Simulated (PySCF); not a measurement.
# BH₂⁺: structure of the singlet

Aim: relax BH₂⁺ as a singlet from a bent start, check by its vibrations whether the end is a minimum, and collect its spectrum and constants.

Program: PySCF 2.14.0. Level of theory: PBE0, basis B def2-TZVP, H def2-TZVP, no relativity, density fitting. These are calculated values, not measurements.

### Step 1. The starting structure

3 atoms, charge 1, spin multiplicity 1.

Bond lengths: B1–H2 1.147 Å, B1–H3 1.147 Å. Angles: H2–B1–H3 110.0°.

```xyz
3
charge 1 multiplicity 1
B     0.0000    0.0000    0.0000
H     0.9392    0.0000    0.6577
H    -0.9392    0.0000    0.6577
```

### Step 2. Finding the electronic state

One driver script runs all steps and calls PySCF; scf.py shows how it sets up the SCF of each step. The optimiser is the driver's own. After this first run the driver tries any further starts and a stability analysis.

scf.py

```python
from pyscf import gto, scf, dft
mol = gto.M(atom='''
B      0.000000     0.000000     0.000000
H      0.939200     0.000000     0.657700
H     -0.939200     0.000000     0.657700''',
    basis={'B': 'def2-TZVP', 'H': 'def2-TZVP'},
    charge=1, spin=0)
mf = dft.RKS(mol, xc='PBE0')
mf.grids.atom_grid = (50, 194)
aux = {'B': 'def2-universal-JKFIT', 'H': 'def2-universal-JKFIT'}
mf = mf.density_fit(auxbasis=aux)
mf.conv_tol = 1e-08
mf.diis_space = 10
mf.max_cycle = 60
mf.init_guess = 'minao'
mf.verbose = 4
mf.kernel()
```

Started as:

```console
> OMP_NUM_THREADS=2 python axn.py task.json out
```

After this run come: Relaxing the singlet from the bent start; Vibrations and properties at this point.

**Question.** What will these runs give? Wanted: minimum; geometry; wavenumbers; dipole moment; highest occupied, lowest empty level; polar-tensor charge of B1; zero-point energy.

As calculated:

```
                            quantity                             value
                             minimum                      singlet, D∞h
                            geometry    B–H 1.179 Å (×2); H–B–H 180.0°
                  wavenumbers (cm⁻¹)  991 (πu), 2658 (σg+), 2945 (σu+)
      dipole moment (centre of mass)                            0.00 D
highest occupied, lowest empty level                 -20.51, -10.80 eV
           polar-tensor charge of B1                           +0.92 e
                   zero-point energy                       45.4 kJ/mol
                 entropy at 298.15 K                   173.7 J/(mol K)
```

**Reading.** The bent start (C2v) ends in a minimum of D∞h symmetry. In the infrared the band at 991 cm⁻¹ (πu, bend) leads. Other starts or spin states, not run here, may lie lower.
